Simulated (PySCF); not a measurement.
Gas-phase reaction: C₃H₆ (propylene) + CH₄ ⇌ C₄H₁₀ (isobutane)

Method: PySCF energies plus ideal-gas RRHO corrections (1 bar). The comparison is the NASA 1993 polynomial table, which mixes measured and estimated data. † marks an energy on the PBE0/def2-TZVP geometry and frequencies. MP2 freezes the core. All species are closed-shell singlets. MP2 isn't extrapolated to the basis-set limit.

Levels: a) M06-2X/def2-TZVP†; b) MP2/def2-SVP†; c) BLYP/def2-TZVP†; d) MP2/def2-TZVPP†.

Problem. Order the levels by the distance of their ΔH°(298 K) from the table for this reaction, closest first.

Solution. a (-3 kJ), d (-10 kJ), b (-19 kJ), c (+42 kJ)

The table gives -80 kJ. The order holds for this reaction alone, and for the 1993 entries, some of which have been revised since.
